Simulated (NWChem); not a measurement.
# hydrogen sulfide (H2S); SMILES S

Results from NWChem. Structure relaxed at the PBE-D3(BJ)/def2-SVP level. Computed dipoles belong to the equilibrium geometry; the measured one is vibrationally averaged.

Measured dipole moment: 0.97 D (NIST CCCBDB, as tabulated in the package chemicals).

Question: Which of these levels lies farthest from the measured value, and how do the others fare: Hartree-Fock/aug-cc-pVDZ; Hartree-Fock/cc-pVQZ; Hartree-Fock/cc-pVTZ; Hartree-Fock/cc-pVDZ; Hartree-Fock/aug-cc-pVTZ?

Answer: Hartree-Fock/cc-pVDZ.
| level | dipole moment (D) | computed − measured |
|---|---|---|
| Hartree-Fock/cc-pVDZ | 1.29 | +0.32 |
| Hartree-Fock/aug-cc-pVDZ | 1.13 | +0.16 |
| Hartree-Fock/cc-pVTZ | 1.15 | +0.18 |
| Hartree-Fock/aug-cc-pVTZ | 1.09 | +0.12 |
| Hartree-Fock/cc-pVQZ | 1.11 | +0.14 |
